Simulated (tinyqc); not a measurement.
Worked calculation: RHF in the sto-6g basis, for H2O, spin multiplicity 1. One step of it, computed by the program tinyqc.

Task: Orthogonalisation. S = U s U^T; symmetric (Loewdin) form X = U s^(-1/2) U^T, so that X^T S X = 1.

overlap S:
```
,1O 1s,1O 2s,1O 2px,1O 2py,1O 2pz,2H 1s,3H 1s
1O 1s,1.000000,0.231145,0.000000,0.000000,0.000000,0.029563,0.028845
1O 2s,0.231145,1.000000,0.000000,0.000000,0.000000,0.317816,0.312477
1O 2px,0.000000,0.000000,1.000000,0.000000,0.000000,0.000000,0.000000
1O 2py,0.000000,0.000000,0.000000,1.000000,0.000000,0.207330,-0.204593
1O 2pz,0.000000,0.000000,0.000000,0.000000,1.000000,0.203784,0.200894
2H 1s,0.029563,0.317816,0.000000,0.207330,0.203784,1.000000,0.174078
3H 1s,0.028845,0.312477,0.000000,-0.204593,0.200894,0.174078,1.000000
```

Give: eigenvalues of S; X.

Result:

eigenvalues of S: 0.516  0.609  0.881  1.000  1.114  1.217  1.663

X:
```
,1O 1s,1O 2s,1O 2px,1O 2py,1O 2pz,2H 1s,3H 1s
1O 1s,1.022,-0.128,0.000,0.000,-0.005,0.015,0.014
1O 2s,-0.128,1.104,0.000,0.001,0.052,-0.171,-0.167
1O 2px,0.000,0.000,1.000,0.000,0.000,0.000,0.000
1O 2py,0.000,0.001,0.000,1.040,0.001,-0.128,0.126
1O 2pz,-0.005,0.052,0.000,0.001,1.033,-0.108,-0.105
2H 1s,0.015,-0.171,0.000,-0.128,-0.108,1.086,-0.063
3H 1s,0.014,-0.167,0.000,0.126,-0.105,-0.063,1.083
```
